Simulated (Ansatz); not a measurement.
A-type hexagonal La2O3, treated with LDA (plane waves, PAW; Ansatz, a program for electronic structure).

Settings: plane-wave cutoff 520 eV, 12×12×6 k mesh (along the axes of the cell as run), Fermi–Dirac smearing 0.01 eV, scalar-relativistic PAW data made under PBE.

Shape and atoms are relaxed at each volume.

Pressure at four volumes; x = ln(V/15.539 Å³). One pressure is withheld.

| V (Å³/atom) | x | P (GPa) |
|---|---|---|
| 14.918 | -0.0408 | 5.43 |
| 15.539 | 0.0000 | 0.00 |
| 15.850 | 0.0198 | -2.38 |
| 16.161 | 0.0392 | ? |

Task: Pass a parabola P(x) through the three rows shown, estimate the bulk modulus and its pressure derivative near zero pressure, and predict the withheld pressure.

Result: Slopes between the rows: (0.00 − (5.43))/(0.0000 − (-0.0408)) = -133.09 and (-2.38 − (0.00))/(0.0198 − (0.0000)) = -120.20 GPa. Their difference over the span 0.0606 is c = 12.89/0.0606 = 212.7 GPa, so P(x) = 5.43 + (-133.09)(x − (-0.0408)) + 212.7 (x − (-0.0408))(x − (0.0000)). At the middle row B = −dP/dx = −[-133.09 + 212.7 × 0.0408] = 124.4 GPa, and B′ = dB/dP = 2c/B = 3.4. At x = 0.0392 the parabola gives -4.55 GPa; the run gives -4.55 GPa. The Birch–Murnaghan fit to the energies at all volumes has B0 = 124 GPa and B′ = 3.4.

Measured, for comparison: bulk modulus 113 GPa (300 K, no zero-point or thermal correction; as tabulated in Santana et al. (2016), arXiv:1608.06321). Computed less measured: bulk modulus +10 %.

Spin–orbit coupling is not included.
